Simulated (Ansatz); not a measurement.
Basis-set extrapolation for `CC(=N)O` (PBE0-D4/def2-TZVP geometry, frozen core, Ansatz 0.2.0). Multiplicity 1, RHF reference.

|  | def2-TZVPP | def2-QZVPP |
| --- | --- | --- |
| HF | -208.049411 | -208.059202 |
| MP2 correlation | -0.775555 | -0.830870 |
| CCSD(T) correlation | -0.831260 | not run |

Energies in hartree. Use E(X) = E(∞) + A·exp(−7.88·√X) for Hartree–Fock and E(X) = E(∞) + B·X^(−2.97) for correlation, with X = 3 and 4, and add CCSD(T) minus MP2 of the smaller set to the MP2 limit.

Q: What is the CCSD(T) energy at the basis-set limit?

A: HF limit: -208.059202 + (-0.009791) × 0.13774 = -208.06055. MP2 limit: -0.830870 + (-0.055315) × 0.74074 = -0.87184. Higher-order term: -0.831260 − (-0.775555) = -0.05571. Total: -208.98810 hartree, 2.92 eV below CCSD(T)/def2-TZVPP.
